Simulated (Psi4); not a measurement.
# C2H4Si (ethynylsilane) at CCSD/STO-3G (sweep point 1)

Aim: the vertical singlet–triplet gap of C2H4Si (ethynylsilane) at CCSD/STO-3G (sweep point 1), from 2 runs. 

The results are computed with Psi4 1.11.

**1. The system as given**

C2H4Si has 7 atoms, charge 0, and is taken as a singlet. SMILES: `C#C[SiH3]`. The shape is that of a PBE0-D4/def2-TZVP optimisation.

Bond lengths: C1–C2 1.206 Å, C2–Si3 1.823 Å, C1–H4 1.066 Å, Si3–H5 1.483 Å, Si3–H6 1.483 Å, Si3–H7 1.483 Å. Angles: C1–C2–Si3 180.0°, C2–C1–H4 180.0°, C2–Si3–H5 109.3°, C2–Si3–H6 109.3°, C2–Si3–H7 109.3°, H5–Si3–H6 109.6°, H5–Si3–H7 109.6°, H6–Si3–H7 109.6°.

**2. The energy at CCSD/STO-3G (sweep point 1)**

job.in reads:

```
memory 1.6 GB

molecule {
  0 1
  C     -0.580700    -1.871400     0.172200
  C     -0.218500    -0.726500     0.062400
  Si     0.329800     1.004300    -0.103800
  H     -0.901000    -2.883500     0.269300
  H     -0.094500     1.528300    -1.425000
  H     -0.281700     1.818100     0.974900
  H      1.807900     1.062900     0.004400
  symmetry c1
}

set {
  basis STO-3G
  puream true
  scf_type pk
  num_frozen_docc 7
}

e, wfn = energy('ccsd', return_wfn=True)
```

On the command line:

```sh
$ psi4 job.in job.out -n 1
```

job.out:

```text
[...]
  Running in c1 symmetry.
[...]
  Nuclear repulsion =   83.047890735857266
[...]
  Multiplicity = 1
[...]
  Nalpha       = 15
  Nbeta        = 15
[...]
    Number of basis functions: 23
[...]
   @RHF iter   1:  -362.64904699974102   -2.53735e+00   3.66995e-03 DIIS/ADIIS
[...]
   @RHF iter   9:  -362.65477818857897    1.13687e-13   2.88734e-09 DIIS
[...]
    Orbital Energies [Eh]
    ---------------------
    Doubly Occupied:
       1A    -68.009055     2A    -10.971580     3A    -10.938840
       4A     -5.986527     5A     -4.012174     6A     -4.012024
       7A     -4.012024     8A     -0.931622     9A     -0.725180
      10A     -0.637872    11A     -0.470986    12A     -0.443375
      13A     -0.443350    14A     -0.322275    15A     -0.322272
[...]
  @RHF Final Energy:  -362.65477818857897
   => Energetics <=
    Nuclear Repulsion Energy =             83.0478907358572656
    One-Electron Energy =                -666.9270276970164559
    Two-Electron Energy =                 221.2243587725802456
    Total Energy =                       -362.6547781885790300
[...]
 Multipole Moments:
 ------------------------------------------------------------------------------------
     Multipole            Electronic (a.u.)      Nuclear  (a.u.)        Total (a.u.)
 ------------------------------------------------------------------------------------
 L = 1.  Multiply by 2.5417464519 to convert [e a0] to [Debye]
 Dipole X            :         -0.4418259            0.4931733            0.0513474
 Dipole Y            :         -1.3942957            1.5559807            0.1616850
 Dipole Z            :          0.1342020           -0.1496803           -0.0154783
 Magnitude           :                                                    0.1703472
[...]
      * MP2 total energy                      = -362.845588957421171
[...]
      * CCSD total energy                     = -362.877356046278464
[...]
```

It took 1.4 s on 1 thread of Intel Xeon 6975P-C (Granite Rapids), shared host; peak memory 0.18 GiB.

**3. The triplet**

input.in reads:

```
memory 1.6 GB

molecule geom {
  0 3
  C     -0.580700    -1.871400     0.172200
  C     -0.218500    -0.726500     0.062400
  Si     0.329800     1.004300    -0.103800
  H     -0.901000    -2.883500     0.269300
  H     -0.094500     1.528300    -1.425000
  H     -0.281700     1.818100     0.974900
  H      1.807900     1.062900     0.004400
  symmetry c1
}

set basis STO-3G
set reference uhf
set puream true
set scf_type pk
set num_frozen_docc 7
set maxiter 150

energy_value, wavefunction = energy("ccsd", return_wfn=True)
print_variables()
```

On the command line:

```sh
$ psi4 -i input.in -o input.out -n 1
```

input.out:

```text
[...]
  Running in c1 symmetry.
[...]
  Nuclear repulsion =   83.047890735857266
[...]
  Multiplicity = 3
[...]
  Nalpha       = 16
  Nbeta        = 14
[...]
    Number of basis functions: 23
[...]
   @UHF iter   1:  -362.38840823273046   -2.27671e+00   6.84615e-03 ADIIS/DIIS
[...]
   @UHF iter  19:  -362.44554582073363   -7.38964e-13   8.95811e-09 DIIS
[...]
   @S^2 Observed:                2.021174297E+00
[...]
    Orbital Energies [Eh]
    ---------------------
    Alpha Occupied:
       1A    -67.999519     2A    -10.960751     3A    -10.930385
       4A     -5.976408     5A     -4.002580     6A     -4.002249
       7A     -4.000782     8A     -0.996703     9A     -0.737756
      10A     -0.648107    11A     -0.512546    12A     -0.485938
      13A     -0.440759    14A     -0.425532    15A     -0.346275
      16A     -0.116292
    Alpha Virtual:
      17A      0.360190    18A      0.467738    19A      0.519403
      20A      0.571338    21A      0.600747    22A      0.660667
      23A      1.393236
[...]
  @UHF Final Energy:  -362.44554582073363
   => Energetics <=
    Nuclear Repulsion Energy =             83.0478907358572656
    One-Electron Energy =                -666.7933812630586772
    Two-Electron Energy =                 221.2999447064677270
    Total Energy =                       -362.4455458207336278
  UHF NO Occupations:
  HONO-2 :   14  A 1.9935718
  HONO-1 :   15  A 1.0000000
[...]
 Multipole Moments:
 ------------------------------------------------------------------------------------
     Multipole            Electronic (a.u.)      Nuclear  (a.u.)        Total (a.u.)
 ------------------------------------------------------------------------------------
 L = 1.  Multiply by 2.5417464519 to convert [e a0] to [Debye]
 Dipole X            :         -0.4723640            0.4931733            0.0208094
 Dipole Y            :         -1.5029368            1.5559807            0.0530439
 Dipole Z            :          0.1569406           -0.1496803            0.0072603
 Magnitude           :                                                    0.0574404
[...]
      * MP2 total energy                      = -362.559247232133487
[...]
      * CCSD total energy                     = -362.632586638849205
[...]
```

Run time: 1.6 s. Hardware: 1 thread of Intel Xeon 6975P-C (Granite Rapids), shared host; peak memory 0.18 GiB.

**4. Results**

At CCSD/STO-3G (sweep point 1), 7 core orbitals frozen:

| quantity | value |
| --- | --- |
| singlet: total energy | -362.87736 Eh |
| singlet: HOMO energy (Hartree–Fock orbitals) | -8.77 eV |
| singlet: LUMO energy (Hartree–Fock orbitals) | 10.28 eV |
| singlet: HOMO–LUMO gap (Hartree–Fock orbitals) | 19.05 eV |
| singlet: correlation energy (7 core orbitals frozen) | -222.6 mEh |
| singlet: T1 diagnostic | 0.003 |
| triplet: total energy | -362.63259 Eh |
| triplet: HOMO energy (Hartree–Fock orbitals) (highest over α and β) | -3.16 eV |
| triplet: LUMO energy (Hartree–Fock orbitals) (lowest over α and β) | 5.00 eV |
| triplet: correlation energy (7 core orbitals frozen) | -187.0 mEh |
| triplet: ⟨S²⟩ of the reference determinant | 2.021 |
| triplet: T1 diagnostic | 0.011 |
| vertical energy of the triplet above the singlet | 6.661 eV |

In words: At this shape the triplet lies 6.66 eV (643 kJ/mol) above the singlet. In a minimal basis such a difference can be off by several eV, whatever the method.
